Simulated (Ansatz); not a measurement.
C3H5FO (`C/C=C(\O)F`), relaxed with RKS PBE0-D4/def2-TZVP in Ansatz 0.2.0 from a PBE-D4/def2-SVP geometry. The force threshold is 0.005 eV/Å; the program also tests the step.

Charge 0, multiplicity 1.

Start:

```xyz
10

C     0.609   -1.117    0.618
C    -0.282   -0.494   -0.413
C    -0.501    0.829   -0.515
O     0.028    1.785    0.278
F    -1.311    1.350   -1.465
H     1.446   -1.681    0.151
H     1.051   -0.353    1.287
H     0.056   -1.842    1.254
H    -0.805   -1.125   -1.146
H    -0.291    2.647   -0.050
```

(1) How much energy does the relaxation release, and in how many steps? (Estimate.)

(2) Which bonds change most? (Best estimate.)

(3) Give the relaxed structure. (Estimate.)

Results:

(1) The calculation gave: 1.18 kcal/mol, in 20 steps, 2 of them rejected.

(2) Computed: C2–C3 from 1.344 to 1.321 Å; C1–H6 from 1.112 to 1.094 Å; C1–H8 from 1.112 to 1.094 Å; C2–H9 from 1.100 to 1.083 Å.

(3) Computed: 
```xyz
10

C     0.610   -1.101    0.610
C    -0.273   -0.485   -0.420
C    -0.526    0.809   -0.494
O    -0.086    1.756    0.345
F    -1.309    1.325   -1.453
H     1.411   -1.683    0.145
H     1.069   -0.340    1.243
H     0.052   -1.783    1.258
H    -0.762   -1.111   -1.156
H    -0.186    2.615   -0.078
```
